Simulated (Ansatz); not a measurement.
Geometry optimisation, Ansatz 0.2.0, RKS PBE/def2-SVP.

input.yaml

```yaml
crystal:
  periodic: [false, false, false]
  atoms:
    - { symbol: B, position_ang: [-0.096396, 0.391312, -0.644147] }
    - { symbol: F, position_ang: [1.260836, 0.43523, -0.478801] }
    - { symbol: H, position_ang: [-0.548376, -0.523138, -1.305152] }
    - { symbol: H, position_ang: [-0.744152, 1.304857, -0.171296] }
    - { symbol: H, position_ang: [0.374938, -0.687846, 1.178527] }
    - { symbol: H, position_ang: [-0.246851, -0.920314, 1.42087] }
basis:
  gaussian: { orbitals: def2-SVP }
hamiltonian:
  xc: pbe
relax:
  f_tol: 0.03
  max_steps: 50
output:
  orbitals: {}
```

Command:

```bash
$ ansatz run input.yaml --threads 1 --pin off --max-ram 2048MiB --backend cpu --events-out ev --progress --plain --runs-dir out
```

**Question.** Where does it end, and by what steps?

**Answer.** The forces met the threshold. After 7 steps the energy has fallen by 0.174 eV; H5 moved furthest, 0.53 Å.

```tsv
step	energy less start (eV)	largest force component (eV/Å)	accepted
0	0.0000	2.291	yes
1	-0.1106	1.149	yes
2	-0.0423	1.857	no
3	-0.1341	1.147	yes
4	-0.1525	1.046	yes
5	-0.1662	0.464	yes
6	-0.1731	0.059	yes
7	-0.1736	0.012	yes
```

```xyz
6
Properties=species:S:1:pos:R:3
B -0.065 0.505 -0.821
F 1.256 0.616 -0.770
H -0.530 -0.450 -1.418
H -0.727 1.374 -0.283
H 0.413 -0.967 1.627
H -0.347 -1.079 1.665
```

The run took 7.2 s on 1 CPU thread of a shared host.
